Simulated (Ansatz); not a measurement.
**CH3AlO (SMILES [CH2]1[O][AlH]1): functionals against CCSD(T) at one geometry**

A test off equilibrium: a structure displaced at random from a GFN2-xTB minimum is computed at several levels, and each is set against CCSD(T).

The runs use Ansatz 0.2.0, Gaussian basis; single points in def2-TZVPP.

Cores are frozen in the correlated methods.

## 1. Starting geometry

6 atoms, charge 0, spin multiplicity 1.

Atoms are counted from 1 here; the program's logs count them from 0.

Bond lengths: C1–O2 1.530 Å, C1–Al3 1.927 Å, C1–H4 1.047 Å, C1–H5 1.089 Å, O2–Al3 1.711 Å, Al3–H6 1.398 Å. Angles: O2–C1–Al3 58.0°, O2–C1–H4 106.1°, O2–C1–H5 107.8°, Al3–C1–H4 124.2°, Al3–C1–H5 126.9°, H4–C1–H5 108.9°, C1–O2–Al3 72.7°, C1–Al3–O2 49.3°, C1–Al3–H6 158.3°, O2–Al3–H6 151.4°.

Geometry (Å):

```mol
CH3AlO
  3D, bonds by distance, orders not assigned

  6  6  0  0  0  0  0  0  0  0999 V2000
   -0.0372   -0.2426   -0.7685 C   0  0
    0.2263   -1.0036    0.5328 O   0  0
   -0.0886    0.6250    0.9519 Al  0  0
   -0.8599   -0.7100   -1.2171 H   0  0
    0.8332   -0.3702   -1.4097 H   0  0
   -0.1127    1.6709    1.8792 H   0  0
  1  2  8  0
  1  3  8  0
  1  4  8  0
  1  5  8  0
  2  3  8  0
  3  6  8  0
M  END
```

## 2. CCSD(T)/def2-TZVPP

File run/in.yaml:

```yaml
crystal:
  periodic: [false, false, false]
  atoms:
    - {symbol: C, position_ang: [-0.037200, -0.242600, -0.768500]}
    - {symbol: O, position_ang: [0.226300, -1.003600, 0.532800]}
    - {symbol: Al, position_ang: [-0.088600, 0.625000, 0.951900]}
    - {symbol: H, position_ang: [-0.859900, -0.710000, -1.217100]}
    - {symbol: H, position_ang: [0.833200, -0.370200, -1.409700]}
    - {symbol: H, position_ang: [-0.112700, 1.670900, 1.879200]}
basis:
  gaussian: {orbitals: def2-TZVPP}
correlation: {method: ccsd_t}
output: {forces: true}
```

The command line of these runs was not kept.

## 3. PBE0-D4/def2-TZVPP

run/in.yaml: that of step 2 with these lines changed.

```diff
@@ -11,3 +11,3 @@
   gaussian: {orbitals: def2-TZVPP}
-correlation: {method: ccsd_t}
-output: {forces: true}
+hamiltonian: {xc: pbe0, dispersion: d4}
+output: {forces: true, orbitals: {seedname: orbitals}}
```

## 4. wB97M-V/def2-TZVPP

run/in.yaml: that of step 3 with these lines changed.

```diff
@@ -11,3 +11,3 @@
   gaussian: {orbitals: def2-TZVPP}
-hamiltonian: {xc: pbe0, dispersion: d4}
-output: {forces: true, orbitals: {seedname: orbitals}}
+hamiltonian: {xc: {name: wB97M-V}}
+output: {forces: true}
```

## 5. r2SCAN-D4/def2-TZVPP

run/in.yaml: that of step 4 with these lines changed.

```diff
@@ -11,3 +11,3 @@
   gaussian: {orbitals: def2-TZVPP}
-hamiltonian: {xc: {name: wB97M-V}}
+hamiltonian: {xc: r2scan, dispersion: d4}
 output: {forces: true}
```

## 6. PBE-D4/def2-TZVPP

run/in.yaml: that of step 5 with these lines changed.

```diff
@@ -11,3 +11,3 @@
   gaussian: {orbitals: def2-TZVPP}
-hamiltonian: {xc: r2scan, dispersion: d4}
+hamiltonian: {xc: pbe, dispersion: d4}
 output: {forces: true}
```

## 7. HSE06-D4/def2-TZVPP

run/in.yaml: that of step 6 with these lines changed.

```diff
@@ -11,3 +11,3 @@
   gaussian: {orbitals: def2-TZVPP}
-hamiltonian: {xc: pbe, dispersion: d4}
+hamiltonian: {xc: hse06, dispersion: d4}
 output: {forces: true}
```

## 8. CAM-B3LYP-D4/def2-TZVPP

run/in.yaml: that of step 7 with these lines changed.

```diff
@@ -11,3 +11,3 @@
   gaussian: {orbitals: def2-TZVPP}
-hamiltonian: {xc: hse06, dispersion: d4}
+hamiltonian: {xc: {name: CAM-B3LYP}, dispersion: d4}
 output: {forces: true}
```

(Steps that only read results are left out.)

Before running it: what results should come out? Wanted: energy less free atoms, CCSD(T)/def2-TZVPP; RMS force component; RMS force error; HOMO and LUMO, PBE0-D4; T1 diagnostic.

The runs gave:

| quantity | value |
| --- | --- |
| energy less free atoms, CCSD(T)/def2-TZVPP | -1912.7 kJ/mol |
| RMS force component | 1.379 to 1.487 eV/Å over the methods |
| RMS force error | PBE0-D4 0.216, wB97M-V 0.147, r2SCAN-D4 0.102, PBE-D4 0.160, HSE06-D4 0.214, CAM-B3LYP-D4 0.216 eV/Å |
| HOMO and LUMO, PBE0-D4 | -6.46 and -1.23 eV |
| T1 diagnostic | 0.018 |

**Reading.** Against CCSD(T) the functionals' energies less atoms differ by -98.1 to -40.5 kJ/mol, PBE-D4 by -98.1 kJ/mol. The reference is not at the basis limit: in triple zeta CCSD(T) underbinds, which counts against methods that bind more; the gaps are no ranking. On forces the order runs from r2SCAN-D4 to CAM-B3LYP-D4. Frozen-core CCSD(T) forces in triple zeta carry basis errors of their own, and this is one geometry, so small gaps rank nothing.
